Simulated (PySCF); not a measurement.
# P2 (diphosphorus) at wB97X-V/STO-6G

Aim: the energy change on altering one bond length of P2 (diphosphorus) at wB97X-V/STO-6G, from 2 runs. 

The calculation is run with PySCF 2.14.0.

21 further runs of the same task are left out: 10 that didn't finish, 11 set aside as unsound or not needed.

### Step 1. The system as given

The species is P2 (2 atoms), meant as a singlet with charge 0. As SMILES, `P#P`. Geometry: the measured bond length.

Bond lengths: P1–P2 1.893 Å.

### Step 2. The energy at wB97X-V/STO-6G

File job.py:

```python
from pyscf import gto, dft

mol = gto.Mole()
mol.atom = 'P 0.000000 0.000000 0.000000; P 0.000000 0.000000 1.893400'
mol.spin = 0
mol.max_memory = 1860
mol.verbose = 3
mol.basis = 'sto-6g'
mol.charge = 0
mol.build()

mf = dft.RKS(mol)
mf.xc = 'wb97x-v'
mf.conv_tol = 1e-10
mf.grids.level = 5
mf.nlcgrids.level = 1
mf.kernel()
if not mf.converged:
    mf = mf.newton().run(mf.mo_coeff, mf.mo_occ)

etot = mf.e_tot
print(f'total energy: {etot:.8f} hartree')
```

The run is started by

```sh
$ OMP_NUM_THREADS=1 python job.py
```

The program printed:

```text
converged SCF energy = -680.089624393092
total energy: -680.08962439 hartree
```

Wall time 6.3 s (1 thread of Arm Neoverse V1, shared host); peak memory 0.17 GiB.

### Step 3. The distorted shape

File calc.py:

```python
from pyscf import gto, dft

system = gto.Mole()
system.atom = '''
P      0.000000     0.000000    -2.272100
P      0.000000     0.000000     1.893400
'''
system.max_memory = 1860
system.verbose = 3
system.basis = 'sto-6g'
system.build()

myscf = dft.RKS(system)
myscf.xc = 'wb97x-v'
myscf.nlcgrids.level = 1
myscf.conv_tol = 1e-10
myscf.grids.level = 5
myscf.kernel()
if not myscf.converged:
    myscf = myscf.newton().run(myscf.mo_coeff, myscf.mo_occ)

e_tot = myscf.e_tot
print('Final energy', e_tot)
```

The run is started by

```sh
$ OMP_NUM_THREADS=1 python calc.py
```

The program printed:

```text
converged SCF energy = -679.502267844675
Final energy -679.5022678446751
```

Run time: 6 s. Hardware: 1 thread of Arm Neoverse V1, shared host; peak memory 0.17 GiB.

### Step 4. Results

Level: wB97X-V/STO-6G.

| quantity | value |
| --- | --- |
| first shape: total energy | -680.08962 Eh |
| first shape: dipole moment | 0.00 D |
| first shape: HOMO energy | -6.20 eV |
| first shape: LUMO energy | 4.68 eV |
| first shape: HOMO–LUMO gap | 10.88 eV |
| distorted shape: total energy | -679.50227 Eh |
| distorted shape: dipole moment | 0.00 D |
| distorted shape: HOMO energy | -1.59 eV |
| distorted shape: LUMO energy | 1.83 eV |
| distorted shape: HOMO–LUMO gap | 3.42 eV |
| energy change with the P1–P2 bond stretched from 1.893 to 4.165 Å | 15.983 eV |

**Reading.** One bond (distorted shape) is far stretched, which a spin-restricted single reference describes badly; a broken-symmetry solution may lie lower. With the P1–P2 bond stretched from 1.893 to 4.165 Å the energy rises by 15.98 eV (369 kcal/mol). The first shape isn't relaxed at this level, so the change isn't measured from a minimum. A restricted reference can't describe the breaking bond well at this length. The minimal basis adds a large error of its own.
